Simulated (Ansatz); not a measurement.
The same path of BClH4O (7 atoms, charge 0, multiplicity 1) was run twice with different band settings. Lost on the way: B1–Cl2, O5–H7. Made: Cl2–H7.

These are results of Ansatz, RKS LDA/def2-SVP, not measurements.

Relaxed end points:

```xyz
7
Properties=species:S:1:pos:R:3
B 0.039 -0.140 0.130
Cl -0.146 0.439 1.877
H 1.099 0.198 -0.369
H -0.977 0.010 -0.537
O 0.142 -1.733 0.387
H -0.749 -2.110 0.222
H 0.241 -1.694 1.381
```

```xyz
7
Properties=species:S:1:pos:R:3
B -0.113 -0.380 -0.535
Cl 0.734 -0.329 3.010
H 0.502 0.601 -0.164
H -0.524 -0.549 -1.672
O -0.336 -1.327 0.403
H -0.832 -2.113 0.101
H 0.218 -0.933 1.948
```

Common settings: movable images 5; climbing image yes; spring 5.0 eV/Å²; optimiser quadratic models (default); force threshold 0.03 eV/Å; iteration limit 60; end points relaxed.

| run | start path |
| --- | --- |
| 1 | through a guess of the saddle point |
| 2 | straight line |

Problem. What does each run give, and how far can it be trusted?

Solution. Run 1: converged after 16 iterations, highest image 0.523 eV above the first end. A vibrational analysis at the climbing image gives one clearly imaginary mode, 529i cm⁻¹: a first-order saddle point.
Run 2: converged after 14 iterations, highest image 0.523 eV above the first end. Another band between the same ends (5 images) ends at a top of the same energy, where a vibrational analysis finds 1 clearly imaginary mode.
The orbitals stay closed-shell, which can raise the energy where a bond breaks towards radicals; this wasn't checked here.
